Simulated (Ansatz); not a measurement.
Abridged output of a molecular run in Ansatz:

```
Functional definition: HF
1657 factors; integrals over basis functions are off by at most 9.8e-4 eV
mean field evaluation 1: about -9409.8560 eV, gradient 4.1e1 eV
mean field evaluation 2: about -9410.2048 eV, gradient 4.1e1 eV
mean field evaluation 4: about -9413.8532 eV, gradient 4.5e0 eV
mean field evaluation 8: about -9413.9188 eV, gradient 3.5e-1 eV
mean field -9413.91944410 eV, -345.9551585868 hartree, gradient 7.0e-6 eV, S^2 0.000000; 0 other end points of the search recorded, 0 dependent functions left out
6 core orbitals not correlated: weight in the atoms' cores, before any rotation towards them, 1.000 or more for the frozen orbitals, at most 0.000 for the correlated occupied ones
reference -9413.91944410 eV, -345.9551585868 hartree; 18, 18 occupied and 246, 246 virtual orbitals, 1657 factors
second order -32.08708942 eV of doubles, -0.00000000 eV of singles
cycle   1  -32.04090892 eV  change    4.6e-2 eV  update   1.2e-1
cycle   2  -32.80362380 eV  change   -7.6e-1 eV  update   3.5e-2
cycle   3  -32.97846459 eV  change   -1.7e-1 eV  update   1.7e-2
cycle   4  -32.96266452 eV  change    1.6e-2 eV  update   4.3e-3
cycle   5  -32.96107822 eV  change    1.6e-3 eV  update   2.1e-3
cycle   6  -32.96301644 eV  change   -1.9e-3 eV  update   6.4e-4
cycle   7  -32.96289129 eV  change    1.3e-4 eV  update   2.9e-4
cycle   8  -32.96265893 eV  change    2.3e-4 eV  update   9.9e-5
cycle   9  -32.96267944 eV  change   -2.1e-5 eV  update   5.1e-5
cycle  10  -32.96269262 eV  change   -1.3e-5 eV  update   2.1e-5
perturbative correction -1.30075022 eV, -0.0478016891 hartree
Total energy: -9448.18288695 eV, -347.2143168869 hartree
```

Its atoms:

Cartesian coordinates in Å:
```
C 1.207 0.360 1.820
N 0.574 0.544 0.748
C -0.506 -0.327 0.407
F -0.647 -1.385 1.261
O -0.313 -0.883 -0.835
C -0.443 0.041 -1.894
H 2.033 1.029 2.057
H 0.976 -0.438 2.529
H -1.440 0.256 0.450
H -0.326 -0.528 -2.815
H 0.321 0.821 -1.842
H -1.435 0.510 -1.886
```

Question: Which basis set was used?
A. def2-QZVPP
B. cc-pV(D+d)Z
C. def2-TZVPP
D. def2-SVPD

Answer: C. It gives 270 functions.

Question: Write the keys of the input that set method, charge and spin (a neutral closed shell needs none for the last two).

Answer: 
```yaml
correlation: {method: ccsd_t}
```
